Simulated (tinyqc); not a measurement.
Worked calculation (part 1 of 2): MP2 on RHF in the sto-3g basis, frozen core, for BH3, spin multiplicity 1. Computed by tinyqc, a small Python program that keeps every step (integrals from PySCF). Settings: charge = 0, multiplicity = 1, basis = sto-3g, method = RHF, frozen orbitals = 1, energy threshold = 1e-10, iteration cap = 69, orthogonalisation = symmetric, start = Wolfsberg-Helmholz matrix, DIIS depth = 6. Command: `OMP_NUM_THREADS=1 python tinyqc.py 22307 22308 out.jsonl` (the two numbers bound the seeds that draw the settings). One thread of a shared host (Intel(R) Xeon(R) Processor @ 2.60GHz), about 0.1 s of CPU time with the checks. The early iterations of the SCF are left out here.

## One-electron integrals

Geometry (angstrom):
```
atom          x          y         z
B      0.000000   0.000000  0.027000
H      1.284000   0.000000  0.000000
H     -0.642000   1.112000  0.000000
H     -0.642000  -1.112000  0.000000
```

Basis sto-3g: exponents (1/bohr^2) and contraction coefficients of normalised primitives:
```
element  l (shell)   exponent  coefficient
B            s (1)  48.791113     0.154329
B            s (1)   8.887362     0.535328
B            s (1)   2.405267     0.444635
B            s (2)   2.236956    -0.099967
B            s (2)   0.519821     0.399513
B            s (2)   0.169062     0.700115
B            p (3)   2.236956     0.155916
B            p (3)   0.519821     0.607684
B            p (3)   0.169062     0.391957
H            s (1)   3.425251     0.154329
H            s (1)   0.623914     0.535328
H            s (1)   0.168855     0.444635
```

Overlap, kinetic and nuclear-attraction integrals over the contracted functions; the nuclear repulsion is the sum of Za Zb / Rab.

nuclear repulsion = 6.89437118 hartree

overlap S:
```
           1B 1s     1B 2s     1B 2px     1B 2py     1B 2pz      2H 1s      3H 1s      4H 1s
1B 1s   1.000000  0.269328   0.000000   0.000000   0.000000   0.053666   0.053664   0.053664
1B 2s   0.269328  1.000000   0.000000   0.000000   0.000000   0.428332   0.428322   0.428322
1B 2px  0.000000  0.000000   1.000000   0.000000   0.000000   0.454789  -0.227387  -0.227387
1B 2py  0.000000  0.000000   0.000000   1.000000   0.000000   0.000000   0.393855  -0.393855
1B 2pz  0.000000  0.000000   0.000000   0.000000   1.000000  -0.009563  -0.009563  -0.009563
2H 1s   0.053666  0.428332   0.454789   0.000000  -0.009563   1.000000   0.081609   0.081609
3H 1s   0.053664  0.428322  -0.227387   0.393855  -0.009563   0.081609   1.000000   0.081604
4H 1s   0.053664  0.428322  -0.227387  -0.393855  -0.009563   0.081609   0.081604   1.000000
```

kinetic energy T (hartree):
```
            1B 1s      1B 2s     1B 2px     1B 2py     1B 2pz      2H 1s      3H 1s      4H 1s
1B 1s   10.826302  -0.047967   0.000000   0.000000   0.000000  -0.014069  -0.014069  -0.014069
1B 2s   -0.047967   0.359168   0.000000   0.000000   0.000000   0.066672   0.066668   0.066668
1B 2px   0.000000   0.000000   1.123881   0.000000   0.000000   0.184786  -0.092387  -0.092387
1B 2py   0.000000   0.000000   0.000000   1.123881   0.000000   0.000000   0.160023  -0.160023
1B 2pz   0.000000   0.000000   0.000000   0.000000   1.123881  -0.003886  -0.003885  -0.003885
2H 1s   -0.014069   0.066672   0.184786   0.000000  -0.003886   0.760032  -0.011457  -0.011457
3H 1s   -0.014069   0.066668  -0.092387   0.160023  -0.003885  -0.011457   0.760032  -0.011457
4H 1s   -0.014069   0.066668  -0.092387  -0.160023  -0.003885  -0.011457  -0.011457   0.760032
```

nuclear attraction V (hartree):
```
             1B 1s      1B 2s     1B 2px     1B 2py     1B 2pz      2H 1s      3H 1s      4H 1s
1B 1s   -24.383497  -3.472281  -0.000001   0.000000   0.001006  -0.694891  -0.694859  -0.694859
1B 2s    -3.472281  -4.977382  -0.000006   0.000000   0.009144  -1.826383  -1.826328  -1.826328
1B 2px   -0.000001  -0.000006  -4.999432   0.000000   0.000000  -1.825241   0.912583   0.912583
1B 2py    0.000000   0.000000   0.000000  -4.999433   0.000000   0.000000  -1.580675   1.580675
1B 2pz    0.001006   0.009144   0.000000   0.000000  -4.841667   0.040036   0.040035   0.040035
2H 1s    -0.694891  -1.826383  -1.825241   0.000000   0.040036  -3.742174  -0.334720  -0.334720
3H 1s    -0.694859  -1.826328   0.912583  -1.580675   0.040035  -0.334720  -3.742140  -0.334699
4H 1s    -0.694859  -1.826328   0.912583   1.580675   0.040035  -0.334720  -0.334699  -3.742140
```

core Hamiltonian H = T + V (hartree):
```
             1B 1s      1B 2s     1B 2px     1B 2py     1B 2pz      2H 1s      3H 1s      4H 1s
1B 1s   -13.557195  -3.520248  -0.000001   0.000000   0.001006  -0.708960  -0.708928  -0.708928
1B 2s    -3.520248  -4.618214  -0.000006   0.000000   0.009144  -1.759711  -1.759660  -1.759660
1B 2px   -0.000001  -0.000006  -3.875552   0.000000   0.000000  -1.640454   0.820195   0.820195
1B 2py    0.000000   0.000000   0.000000  -3.875552   0.000000   0.000000  -1.420652   1.420652
1B 2pz    0.001006   0.009144   0.000000   0.000000  -3.717787   0.036151   0.036149   0.036149
2H 1s    -0.708960  -1.759711  -1.640454   0.000000   0.036151  -2.982142  -0.346178  -0.346178
3H 1s    -0.708928  -1.759660   0.820195  -1.420652   0.036149  -0.346178  -2.982108  -0.346157
4H 1s    -0.708928  -1.759660   0.820195   1.420652   0.036149  -0.346178  -0.346157  -2.982108
```

## Two-electron integrals

Functions are numbered as in S; the eight-fold symmetry (ij|kl) = (ji|kl) = (kl|ij) leaves the list below.

Two-electron integrals (ij|kl) in chemists' order, unique and non-zero (hartree):
```
(11|11) 2.923513    (21|11) 0.518376    (21|21) 0.109262    (22|11) 0.744229
(22|21) 0.193177    (22|22) 0.544804    (31|31) 0.020264    (32|31) 0.029996
(32|32) 0.120346    (33|11) 0.742491    (33|21) 0.193240    (33|22) 0.544682
(33|33) 0.586773    (41|41) 0.020264    (42|41) 0.029996    (42|42) 0.120346
(43|43) 0.031630    (44|11) 0.742491    (44|21) 0.193240    (44|22) 0.544682
(44|33) 0.523513    (44|44) 0.586773    (51|51) 0.020264    (52|51) 0.029996
(52|52) 0.120346    (53|53) 0.031630    (54|54) 0.031630    (55|11) 0.742491
(55|21) 0.193240    (55|22) 0.544682    (55|33) 0.523513    (55|44) 0.523513
(55|55) 0.586773    (61|11) 0.102867    (61|21) 0.021614    (61|22) 0.038360
(61|31) 0.001563    (61|32) 0.002884    (61|33) 0.038755    (61|44) 0.038173
(61|51) -0.000033   (61|52) -0.000061   (61|53) -0.000012   (61|55) 0.038174
(61|61) 0.004410    (62|11) 0.248136    (62|21) 0.065410    (62|22) 0.202920
(62|31) 0.007203    (62|32) 0.043847    (62|33) 0.214327    (62|44) 0.197117
(62|51) -0.000151   (62|52) -0.000922   (62|53) -0.000362   (62|55) 0.197125
(62|61) 0.013817    (62|62) 0.104154    (63|11) 0.232239    (63|21) 0.062032
(63|22) 0.203094    (63|31) 0.012452    (63|32) 0.070704    (63|33) 0.224461
(63|44) 0.192299    (63|51) -0.000124   (63|52) -0.000843   (63|53) -0.000504
(63|55) 0.192306    (63|61) 0.013743    (63|62) 0.122066    (63|63) 0.151638
(64|41) 0.006550    (64|42) 0.030598    (64|43) 0.008189    (64|54) -0.000172
(64|64) 0.011486    (65|11) -0.004884   (65|21) -0.001304   (65|22) -0.004271
(65|31) -0.000124   (65|32) -0.000843   (65|33) -0.004376   (65|44) -0.004044
(65|51) 0.006553    (65|52) 0.030615    (65|53) 0.008196    (65|55) -0.004388
(65|61) -0.000289   (65|62) -0.002567   (65|63) -0.002947   (65|65) 0.011548
(66|11) 0.407507    (66|21) 0.109422    (66|22) 0.384002    (66|31) 0.014638
(66|32) 0.118164    (66|33) 0.429173    (66|44) 0.361181    (66|51) -0.000308
(66|52) -0.002485   (66|53) -0.001430   (66|55) 0.361211    (66|61) 0.023559
(66|62) 0.251862    (66|63) 0.320809    (66|65) -0.006746   (66|66) 0.774606
(71|11) 0.102862    (71|21) 0.021613    (71|22) 0.038358    (71|31) -0.000782
(71|32) -0.001442   (71|33) 0.038317    (71|41) 0.001354    (71|42) 0.002497
(71|43) -0.000252   (71|44) 0.038607    (71|51) -0.000033   (71|52) -0.000061
(71|53) 0.000006    (71|54) -0.000011   (71|55) 0.038172    (71|61) 0.004212
(71|62) 0.012630    (71|63) 0.011704    (71|64) 0.000512    (71|65) -0.000265
(71|66) 0.021003    (71|71) 0.004410    (72|11) 0.248128    (72|21) 0.065408
(72|22) 0.202914    (72|31) -0.003601   (72|32) -0.021923   (72|33) 0.201414
(72|41) 0.006238    (72|42) 0.037972    (72|43) -0.007452   (72|44) 0.210019
(72|51) -0.000151   (72|52) -0.000922   (72|53) 0.000181    (72|54) -0.000313
(72|55) 0.197119    (72|61) 0.012631    (72|62) 0.068686    (72|63) 0.064393
(72|64) 0.008199    (72|65) -0.001653   (72|66) 0.126680    (72|71) 0.013816
(72|72) 0.104149    (73|11) -0.116115   (73|21) -0.031015   (73|22) -0.101543
(73|31) 0.008025    (73|32) 0.040623    (73|33) -0.106308   (73|41) -0.002555
(73|42) -0.017366   (73|43) 0.010509    (73|44) -0.102064   (73|51) 0.000062
(73|52) 0.000422    (73|53) -0.000255   (73|54) 0.000144    (73|55) -0.096150
(73|61) -0.005409   (73|62) -0.025096   (73|63) -0.017784   (73|64) -0.002113
(73|65) 0.000595    (73|66) -0.040531   (73|71) -0.006871   (73|72) -0.061029
(73|73) 0.046521    (74|11) 0.201121    (74|21) 0.053720    (74|22) 0.175882
(74|31) -0.002555   (74|32) -0.017366   (74|33) 0.169950    (74|41) 0.010976
(74|42) 0.060676    (74|43) -0.010013   (74|44) 0.190968    (74|51) -0.000107
(74|52) -0.000730   (74|53) 0.000144    (74|54) -0.000421   (74|55) 0.166539
(74|61) 0.010393    (74|62) 0.059866    (74|63) 0.055974    (74|64) 0.013312
(74|65) -0.001411   (74|66) 0.110920    (74|71) 0.011901    (74|72) 0.105708
(74|73) -0.060684   (74|74) 0.116596    (75|11) -0.004883   (75|21) -0.001304
(75|22) -0.004271   (75|31) 0.000062    (75|32) 0.000422    (75|33) -0.004126
(75|41) -0.000107   (75|42) -0.000730   (75|43) 0.000144    (75|44) -0.004292
(75|51) 0.006553    (75|52) 0.030614    (75|53) -0.004098   (75|54) 0.007098
(75|55) -0.004388   (75|61) -0.000265   (75|62) -0.001653   (75|63) -0.001520
(75|64) -0.000190   (75|65) 0.006913    (75|66) -0.003188   (75|71) -0.000289
(75|72) -0.002567   (75|73) 0.001473    (75|74) -0.002552   (75|75) 0.011548
(76|11) 0.045557    (76|21) 0.012015    (76|22) 0.037760    (76|31) 0.000560
(76|32) 0.003457    (76|33) 0.038117    (76|41) 0.000970    (76|42) 0.005988
(76|43) 0.000314    (76|44) 0.038479    (76|51) -0.000047   (76|52) -0.000291
(76|53) -0.000042   (76|54) -0.000073   (76|55) 0.036649    (76|61) 0.002450
(76|62) 0.016519    (76|63) 0.017956    (76|64) 0.001818    (76|65) -0.000444
(76|66) 0.036068    (76|71) 0.002450    (76|72) 0.016519    (76|73) -0.007403
(76|74) 0.016459    (76|75) -0.000444   (76|76) 0.003321    (77|11) 0.407501
(77|21) 0.109421    (77|22) 0.383998    (77|31) -0.007319   (77|32) -0.059080
(77|33) 0.378174    (77|41) 0.012677    (77|42) 0.102332    (77|43) -0.029441
(77|44) 0.412171    (77|51) -0.000308   (77|52) -0.002485   (77|53) 0.000715
(77|54) -0.001238   (77|55) 0.361207    (77|61) 0.021004    (77|62) 0.126683
(77|63) 0.116327    (77|64) 0.020358    (77|65) -0.003188   (77|66) 0.237601
(77|71) 0.023557    (77|72) 0.251855    (77|73) -0.160398   (77|74) 0.277823
(77|75) -0.006746   (77|76) 0.036068    (77|77) 0.774606    (81|11) 0.102862
(81|21) 0.021613    (81|22) 0.038358    (81|31) -0.000782   (81|32) -0.001442
(81|33) 0.038317    (81|41) -0.001354   (81|42) -0.002497   (81|43) 0.000252
(81|44) 0.038607    (81|51) -0.000033   (81|52) -0.000061   (81|53) 0.000006
(81|54) 0.000011    (81|55) 0.038172    (81|61) 0.004212    (81|62) 0.012630
(81|63) 0.011704    (81|64) -0.000512   (81|65) -0.000265   (81|66) 0.021003
(81|71) 0.004212    (81|72) 0.012630    (81|73) -0.006295   (81|74) 0.009880
(81|75) -0.000265   (81|76) 0.002279    (81|77) 0.021003    (81|81) 0.004410
(82|11) 0.248128    (82|21) 0.065408    (82|22) 0.202914    (82|31) -0.003601
(82|32) -0.021923   (82|33) 0.201414    (82|41) -0.006238   (82|42) -0.037972
(82|43) 0.007452    (82|44) 0.210019    (82|51) -0.000151   (82|52) -0.000922
(82|53) 0.000181    (82|54) 0.000313    (82|55) 0.197119    (82|61) 0.012631
(82|62) 0.068686    (82|63) 0.064393    (82|64) -0.008199   (82|65) -0.001653
(82|66) 0.126680    (82|71) 0.012630    (82|72) 0.068683    (82|73) -0.039295
(82|74) 0.051665    (82|75) -0.001653   (82|76) 0.011984    (82|77) 0.126678
(82|81) 0.013816    (82|82) 0.104149    (83|11) -0.116115   (83|21) -0.031015
(83|22) -0.101543   (83|31) 0.008025    (83|32) 0.040623    (83|33) -0.106308
(83|41) 0.002555    (83|42) 0.017366    (83|43) -0.010509   (83|44) -0.102064
(83|51) 0.000062    (83|52) 0.000422    (83|53) -0.000255   (83|54) -0.000144
(83|55) -0.096150   (83|61) -0.005409   (83|62) -0.025096   (83|63) -0.017784
(83|64) 0.002113    (83|65) 0.000595    (83|66) -0.040531   (83|71) -0.006295
(83|72) -0.039295   (83|73) 0.028858    (83|74) -0.029042   (83|75) 0.000925
(83|76) -0.005399   (83|77) -0.075791   (83|81) -0.006871   (83|82) -0.061029
(83|83) 0.046521    (84|11) -0.201121   (84|21) -0.053720   (84|22) -0.175882
(84|31) 0.002555    (84|32) 0.017366    (84|33) -0.169950   (84|41) 0.010976
(84|42) 0.060676    (84|43) -0.010013   (84|44) -0.190968   (84|51) 0.000107
(84|52) 0.000730    (84|53) -0.000144   (84|54) -0.000421   (84|55) -0.166539
(84|61) -0.010393   (84|62) -0.059866   (84|63) -0.055974   (84|64) 0.013312
(84|65) 0.001411    (84|66) -0.110920   (84|71) -0.009880   (84|72) -0.051665
(84|73) 0.029042    (84|74) -0.033333   (84|75) 0.001221    (84|76) -0.009351
(84|77) -0.090561   (84|81) -0.011901   (84|82) -0.105708   (84|83) 0.060684
(84|84) 0.116596    (85|11) -0.004883   (85|21) -0.001304   (85|22) -0.004271
(85|31) 0.000062    (85|32) 0.000422    (85|33) -0.004126   (85|41) 0.000107
(85|42) 0.000730    (85|43) -0.000144   (85|44) -0.004292   (85|51) 0.006553
(85|52) 0.030614    (85|53) -0.004098   (85|54) -0.007098   (85|55) -0.004388
(85|61) -0.000265   (85|62) -0.001653   (85|63) -0.001520   (85|64) 0.000190
(85|65) 0.006913    (85|66) -0.003188   (85|71) -0.000265   (85|72) -0.001653
(85|73) 0.000925    (85|74) -0.001221   (85|75) 0.006913    (85|76) -0.000313
(85|77) -0.003187   (85|81) -0.000289   (85|82) -0.002567   (85|83) 0.001473
(85|84) 0.002552    (85|85) 0.011548    (86|11) 0.045557    (86|21) 0.012015
(86|22) 0.037760    (86|31) 0.000560    (86|32) 0.003457    (86|33) 0.038117
(86|41) -0.000970   (86|42) -0.005988   (86|43) -0.000314   (86|44) 0.038479
(86|51) -0.000047   (86|52) -0.000291   (86|53) -0.000042   (86|54) 0.000073
(86|55) 0.036649    (86|61) 0.002450    (86|62) 0.016519    (86|63) 0.017956
(86|64) -0.001818   (86|65) -0.000444   (86|66) 0.036068    (86|71) 0.002279
(86|72) 0.011984    (86|73) -0.005399   (86|74) 0.009351    (86|75) -0.000313
(86|76) 0.002551    (86|77) 0.021693    (86|81) 0.002450    (86|82) 0.016519
(86|83) -0.007403   (86|84) -0.016459   (86|85) -0.000444   (86|86) 0.003321
(87|11) 0.045555    (87|21) 0.012014    (87|22) 0.037758    (87|31) -0.001119
(87|32) -0.006914   (87|33) 0.038658    (87|44) 0.037933    (87|51) -0.000047
(87|52) -0.000291   (87|53) 0.000085    (87|55) 0.036647    (87|61) 0.002279
(87|62) 0.011984    (87|63) 0.010798    (87|65) -0.000313   (87|66) 0.021692
(87|71) 0.002450    (87|72) 0.016518    (87|73) -0.010552   (87|74) 0.014640
(87|75) -0.000444   (87|76) 0.002551    (87|77) 0.036065    (87|81) 0.002450
(87|82) 0.016518    (87|83) -0.010552   (87|84) -0.014640   (87|85) -0.000444
(87|86) 0.002551    (87|87) 0.003321    (88|11) 0.407501    (88|21) 0.109421
(88|22) 0.383998    (88|31) -0.007319   (88|32) -0.059080   (88|33) 0.378174
(88|41) -0.012677   (88|42) -0.102332   (88|43) 0.029441    (88|44) 0.412171
(88|51) -0.000308   (88|52) -0.002485   (88|53) 0.000715    (88|54) 0.001238
(88|55) 0.361207    (88|61) 0.021004    (88|62) 0.126683    (88|63) 0.116327
(88|64) -0.020358   (88|65) -0.003188   (88|66) 0.237601    (88|71) 0.021003
(88|72) 0.126678    (88|73) -0.075791   (88|74) 0.090561    (88|75) -0.003187
(88|76) 0.021693    (88|77) 0.237597    (88|81) 0.023557    (88|82) 0.251855
(88|83) -0.160398   (88|84) -0.277823   (88|85) -0.006746   (88|86) 0.036068
(88|87) 0.036065    (88|88) 0.774606
```

## Orthogonalisation

S = U s U^T; symmetric (Loewdin) form X = U s^(-1/2) U^T, so that X^T S X = 1.

eigenvalues of S: 0.305714  0.400707  0.400711  0.958635  1.000772  1.517682  1.517685  1.898095

X:
```
            1B 1s      1B 2s     1B 2px     1B 2py     1B 2pz      2H 1s      3H 1s      4H 1s
1B 1s    1.033181  -0.175234  -0.000001   0.000000   0.000736   0.026811   0.026810   0.026810
1B 2s   -0.175234   1.336173   0.000008   0.000000  -0.006673  -0.292901  -0.292889  -0.292889
1B 2px  -0.000001   0.000008   1.167677   0.000000   0.000000  -0.312709   0.156347   0.156347
1B 2py   0.000000   0.000000   0.000000   1.167676   0.000000   0.000000  -0.270807   0.270807
1B 2pz   0.000736  -0.006673   0.000000   0.000000   1.000145   0.006385   0.006385   0.006385
2H 1s    0.026811  -0.292901  -0.312709   0.000000   0.006385   1.211168  -0.012629  -0.012629
3H 1s    0.026810  -0.292889   0.156347  -0.270807   0.006385  -0.012629   1.211156  -0.012630
4H 1s    0.026810  -0.292889   0.156347   0.270807   0.006385  -0.012629  -0.012630   1.211156
```
